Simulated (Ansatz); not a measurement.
**CH2Al+ (singlet): wave-function methods side by side, cc-pVTZ**

An exercise on one series of results from a longer session: the logs are not shown, and one member is left open.

Method: cc-pVTZ, core rule «outside noble gas», up to 6 orbitals frozen; program: Ansatz 0.2.0, Gaussian basis.

To be run: UHF; CCSD(T) on RHF; CCSD(T) on UHF; BCCD(T) on RHF; CCSDT(Q) on RHF; CCSDT(Q) on UHF.

7 further runs of the same task are left out: 2 for a known fault of the program, 5 set aside as unsound or not needed.

### What is computed

The geometry is a PBE0/def2-TZVP stationary point (not a proven minimum) of the parent state, kept for this charge and spin.

4 atoms, charge 1, spin multiplicity 1.

Atoms are counted from 1 here; the program's logs count them from 0.

Bond lengths: Al1–C2 1.836 Å, Al1–H3 1.585 Å, C2–H4 1.088 Å. Angles: C2–Al1–H3 133.0°, Al1–C2–H4 142.5°.

Set-up of the first run:

The input, in.yaml:

```yaml
crystal:
  periodic: [false, false, false]
  atoms:
    - {symbol: Al, position_ang: [0.000000, -0.107766, 0.567543]}
    - {symbol: C, position_ang: [0.000000, 0.196499, -1.243154]}
    - {symbol: H, position_ang: [0.000000, 0.856616, 1.824835]}
    - {symbol: H, position_ang: [0.000000, -0.313339, -2.203862]}
basis:
  gaussian: {orbitals: cc-pVTZ}
total_charge: 1
magnetization: {spin_polarized: true, initial_magnetization: 0}
hamiltonian: {xc: hf}
output: {orbitals: {seedname: orbitals}}
```

Launch:

```
ansatz run in.yaml --threads 1 --pin off --events-out ev --progress --plain --max-ram 2816MiB --backend cpu
```

Among the steps run: UHF; CCSD(T) on RHF; CCSD(T) on UHF; BCCD(T) on RHF; CCSDT(Q) on RHF; CCSDT(Q) on UHF.

One table of the session follows, with a row left open; its other results are not shown here.

```
   method  from RCCSDT(Q) (kcal/mol)
      RHF                    +140.82
      UHF                    +115.20
     RMP2                     +28.36
     UMP2                     +15.13
    RCCSD                      +7.24
    UCCSD                      -5.66
 RCCSD(T)                          ?
 UCCSD(T)                     -10.99
  BCCD(T)                      +1.98
   RCCSDT                      +0.58
   UCCSDT                     -17.36
RCCSDT(Q)                          0
UCCSDT(Q)                     -19.26
```

Q: Estimate the row for RCCSD(T) from the others.

The run gave: from RCCSDT(Q) (kcal/mol): +1.96. In the column «from RCCSDT(Q) (kcal/mol)» it lies between RCCSDT (+0.58) and BCCD(T) (+1.98).

The program flags UCCSD(T), UCCSDT(Q) as in doubt (see the logs), so those rows may rest on another solution; read them beside their warnings.

To keep in mind: The determinant is far from a pure spin state, so its energy mixes those of several spin states (harmless only where they are near-degenerate, as at dissociation). The program flags UCCSD(T), UCCSDT(Q) as in doubt, so those rows may rest on another solution; read them beside their warnings. Warnings: restricted reference is unstable; spin contamination; large T1 diagnostic. Restricted and unrestricted rows rest on different reference determinants; where their highest levels disagree by more than a few hundredths of an eV, they describe different states and don't form one ladder.
